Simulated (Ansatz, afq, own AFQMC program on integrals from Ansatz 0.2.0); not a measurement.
## SiGeH₂⁺, doublet in cc-pVDZ, levels against CCSDT(Q)

```yaml
atoms:
  - { symbol: Si, position_ang: [0.0000, 0.0746, 1.5249] }
  - { symbol: Ge, position_ang: [0.0000, -0.0064, -0.6402] }
  - { symbol: H, position_ang: [0.0000, -0.3073, 2.9682] }
  - { symbol: H, position_ang: [0.0000, -1.3061, 0.6773] }
```

Connectivity, by distances: SiH–Ge, 1 bridging H.

Basis cc-pVDZ. Only valence electrons are correlated. Ansatz 0.2.0 and our own AFQMC program on the same integrals; the CISD trial comes from CCSD amplitudes, and released means the phaseless constraint is let go. Free AFQMC starts from the CCSD state and is never constrained. Its projection time is finite, and what remains of the start isn't in its error. ± is one standard error of the sampling. No spin–orbit coupling.

Determinant: UHF, the one that the program's search chose, which needn't be the lowest solution. The geometry is a PBE0/def2-TZVP stationary point of this or a neighbouring charge and spin state.

No full CI on the walks' own integrals is used here; CCSDT(Q) serves as the reference and is uncertain by about the last step of the cluster series.

Cautions: no relativity below Rb; no spin-orbit coupling; inner d shell frozen; the ph-AFQMC/HF walk drifts between its halves (2.5 errors).

```
T1 diagnostic                               : 0.0193
weight of the determinant in the CISD state : 0.868
⟨S²⟩ of the determinant                     : 0.764
size of the correlated space                : 9 electrons in 36 orbitals
```

(1) Estimate: order these by the size of their error in total energy against CCSDT(Q), smallest first.
A. MP2
B. CCSD(T)
C. CCSD
D. AFQMC with the constraint released

(1) D (0.22 ± 0.08 mEh), B (1.95 mEh), C (9.31 mEh), A (43.67 mEh).

Reference: CCSDT(Q), correlation energy -5.182 eV. The released energy is read at 2.40 1/Eh (meV from the phaseless value at times in 1/Eh: -1 ± 3 at 0.24, -5 ± 3 at 0.51, -10 ± 3 at 0.99, -9.9 ± 2.2 at 1.62, -7.5 ± 2.2 at 2.40).

A walk keeps the symmetry of its determinant, which the program's search chose and which needn't be the lowest solution, so a lower state of the same spin and another symmetry isn't excluded. Released energies are given only where the last usable release times agree within the noise; a slower fall can still hide under it.
